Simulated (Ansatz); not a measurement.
Mulliken charges of C₂H₃FO₂ (`O/C=C(\O)F`) from ωB97M-V/def2-TZVPP in Ansatz (PBE0-D4/def2-TZVP geometry).

| atom | x (Å) | y (Å) | z (Å) | charge (e) |
| --- | --- | --- | --- | --- |
| O1 | -1.035 | 0.545 | 0.833 | -0.345 |
| C2 | 0.162 | 0.677 | 0.152 | -0.060 |
| C3 | 0.680 | -0.421 | -0.385 | 0.313 |
| O4 | 0.127 | -1.632 | -0.390 | -0.256 |
| F5 | 1.857 | -0.432 | -0.976 | -0.176 |
| H6 | -1.685 | 1.138 | 0.446 | 0.208 |
| H7 | 0.685 | 1.624 | 0.159 | 0.107 |
| H8 | -0.700 | -1.556 | 0.106 | 0.210 |

Task: By hand: the dipole of these point charges (1 e Å = 4.8032 D).

Result: Σ q r = (-0.223, 0.217, -0.013) e Å, of length 0.311 e Å = 1.49 D.

Task: How does the dipole of the full density compare? (Best estimate.)

Result: Computed: (-0.437, 0.296, 0.027) e Å, 2.54 D; the point charges give 0.59 times that, at 11° from its direction.

Point charges leave out the atoms' own dipoles, such as those of lone pairs, and Mulliken's split depends on the basis, so the two needn't agree.
